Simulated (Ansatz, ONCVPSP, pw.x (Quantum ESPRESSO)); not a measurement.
# pw.x on fcc Ta: one setting changed

Potential: optimised norm-conserving Vanderbilt (ONCV), ONCVPSP 4.0.1.1 (patched build), PBEsol; core [Kr] 4d10 4f14, reference 5s2 5p6 5d3 6s1; waves: 5s+6s: rc 2.05 bohr, ncon 3, nbas 6, qcut 7 1/bohr, 2 projectors; 5p: rc 1.45 bohr, ncon 4, nbas 7, qcut 6.7 1/bohr, 2 projectors, debl 3.9 Ha; 5d: rc 2.00 bohr, ncon 4, nbas 8, qcut 4.2 1/bohr, 2 projectors, debl 2 Ha; local part: polynomial inside 1.35 bohr (lpopt 1, dvloc0 4 Ha); core correction: Teter function, fcfact 3.75, rcfact 1.45.

The reference run (k-mesh 14³, cutoffs 150/600 Ry, Fermi–Dirac 0.01 Ry, mixing_beta 0.4, conv_thr 1e-9, no spin) gives -3.04 GPa at 18.281 Å³/atom, where all-electron LAPW gives -0.64 GPa. This run, with its own iteration cap, changes degauss to 0.02.

```
&control
  calculation='scf', prefix='x', pseudo_dir='./', outdir='./tmp', tstress=.true., disk_io='none'
/
&system
  ibrav=0, nat=1, ntyp=1, ecutwfc=150, ecutrho=600, nbnd=14,
  occupations='smearing', smearing='fd', degauss=0.02
/
&electrons
  conv_thr=1e-09, mixing_beta=0.4, electron_maxstep=50
/
ATOMIC_SPECIES
Ta 1.0 Ta.UPF
CELL_PARAMETERS angstrom
  0.00000000 2.09085212 2.09085212
  2.09085212 0.00000000 2.09085212
  2.09085212 2.09085212 0.00000000
ATOMIC_POSITIONS crystal
Ta 0.0000 0.0000 0.0000
K_POINTS automatic
14 14 14 0 0 0
```

```bash
pw.x < Ta.scf.in > Ta.scf.out
```

Q: How does the run end?

A: It converges in 8 iterations; the free energy moves by -112.0 meV/atom and the pressure by +0.89 GPa. In a metal, with Fermi–Dirac smearing, F lies below its zero-width value by a term in the square of the width.

```
Message from routine setup:
     using ibrav=0 with symmetry is DISCOURAGED, use correct ibrav instead
     lattice parameter (alat)  =       5.5878  a.u.
     unit-cell volume          =     123.3663 (a.u.)^3
     number of electrons       =        13.00
     number of Kohn-Sham states=           14
     kinetic-energy cutoff     =     150.0000  Ry
     charge density cutoff     =     600.0000  Ry
     scf convergence threshold =      1.0E-09
     Exchange-correlation= PBESOL
     number of k points=   104  Fermi-Dirac smearing, width (Ry)=  0.0200
     iteration #  1     ecut=   150.00 Ry     beta= 0.40
     total energy              =    -128.15373698 Ry
     estimated scf accuracy    <       0.65790829 Ry
     iteration #  2     ecut=   150.00 Ry     beta= 0.40
     total energy              =    -128.13641947 Ry
     estimated scf accuracy    <       0.09480158 Ry
     iteration #  3     ecut=   150.00 Ry     beta= 0.40
     total energy              =    -128.15670838 Ry
     estimated scf accuracy    <       0.00084554 Ry
     [... 2 iterations left out ...]
     iteration #  6     ecut=   150.00 Ry     beta= 0.40
     total energy              =    -128.15683526 Ry
     estimated scf accuracy    <       0.00000310 Ry
     iteration #  7     ecut=   150.00 Ry     beta= 0.40
     total energy              =    -128.15683565 Ry
     estimated scf accuracy    <       0.00000002 Ry
     iteration #  8     ecut=   150.00 Ry     beta= 0.40
     the Fermi energy is    18.3683 ev
!    total energy              =    -128.15683565 Ry
     estimated scf accuracy    <          8.2E-11 Ry
     smearing contrib. (-TS)   =      -0.02171650 Ry
     The total energy is F=E-TS. E is the sum of the following terms:
     one-electron contribution =     -17.55871380 Ry
     hartree contribution      =      14.78606303 Ry
     xc contribution           =     -27.30948778 Ry
     ewald contribution        =     -98.05298059 Ry
     convergence has been achieved in   8 iterations
          total   stress  (Ry/bohr**3)                   (kbar)     P=      -21.48
     Message from routine punch:
     Nothing written, as per user request (disk_io='none')
```

The run took about 39 s on one core of a shared host (Intel(R) Xeon(R) 6975P-C, 192 threads, 756 GiB, load 50).
